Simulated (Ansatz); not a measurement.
# Worked example: correlation energy of GeP⁺, quintet

Geometry: that of the GeP⁺, triplet, kept fixed. The triplet lies 1.8 eV lower here.

```xyz
2

Ge    0.0000    0.0000    0.0000
P     0.0000    0.0000    2.3035
```

Basis cc-pVTZ; Ansatz 0.2.0. Only valence electrons are correlated (noble-gas cores and the filled d shells of p-block atoms frozen), which leaves 8 electrons in 58 orbitals. R marks a restricted (for open shells ROHF) determinant, U an unrestricted one. No spin–orbit coupling is included, and no scalar relativity.

Full CI isn't at hand for all of this; UCCSDT(Q) serves as the reference, and is uncertain by about the last step of the cluster series.

Runs differ by some tens of microhartree through their thresholds and, for an open shell, their frozen cores, so steps under 0.03 kcal/mol mean nothing.

| level | total energy (hartree) |
| --- | --- |
| UHF | -2415.804781 |
| UMP2 | -2415.942959 |
| UCCSD | -2415.971814 |
| UCCSD(T) | -2415.979644 |
| UCCSDT | -2415.981118 |
| UCCSDT(Q) | -2415.981534 |

**Question.** What is the correlation energy at UCCSDT(Q), and what share of it do UMP2 and UCCSD(T) recover?

**Answer.** E(corr) = -2415.981534 − (-2415.804781) = -0.176753 hartree = -4.810 eV. UMP2: -0.138178 / -0.176753 = 78.18 %. UCCSD(T): -0.174863 / -0.176753 = 98.93 %.

**Question.** By how many kcal/mol does UCCSD(T) miss UCCSDT(Q) (1 hartree = 627.509 kcal/mol), and which steps make up the rest?

**Answer.** -2415.979644 − (-2415.981534) = 0.001890 hartree = 1.19 kcal/mol. Steps: UCCSDT − UCCSD(T) = -0.92, UCCSDT(Q) − UCCSDT = -0.26 kcal/mol. Differences between like states or geometries often cancel part of this.
